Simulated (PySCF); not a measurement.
A made-up structure of CH₃AlO, singlet:

C1  (0.701, -0.841, 0.534)
Al2  (-0.411, 0.496, -0.314)
O3  (1.512, -1.816, 1.152)
H4  (0.252, 1.862, -0.243)
H5  (-1.762, 0.582, 0.377)
H6  (-0.640, 0.148, -1.776)
(Å)

It is relaxed with PBE-D4/def2-SVP and then PBE0-D4/def2-TZVP (PySCF 2.14 with density fitting (its default auxiliary sets; JK sets also for MP2 and CCSD(T))). Atoms count as bonded within 1.22 times the sum of their covalent radii (H–H: 0.88 Å). The end point is not checked to be a true minimum.

(1) Does its bonding change? (A judgement: the text doesn't fix the answer.)

Results:

(1) The calculation gives: No: no bond forms or breaks.

Where it ends: The first stage lowers the energy by 2.95 eV in 10 steps. It ends as CH₃AlO ([O][C][AlH3]):
C1  (0.711, -0.839, 0.537)
Al2  (-0.528, 0.642, -0.406)
O3  (1.355, -1.611, 1.029)
H4  (0.469, 1.855, -0.132)
H5  (-1.774, 0.424, 0.564)
H6  (-0.523, -0.060, -1.837)
(Å)

Labels in which every atom is bracketed show which atoms are joined, not bond orders.

For scale, one of the runs: PBE0-D4/def2-TZVP relaxation, 117 basis functions, launched by `OMP_NUM_THREADS=2 python run.py`. Time: 57 s of wall clock on 2 CPU threads of an Intel Xeon; the host was shared. Peak host memory: 1.1 GiB.
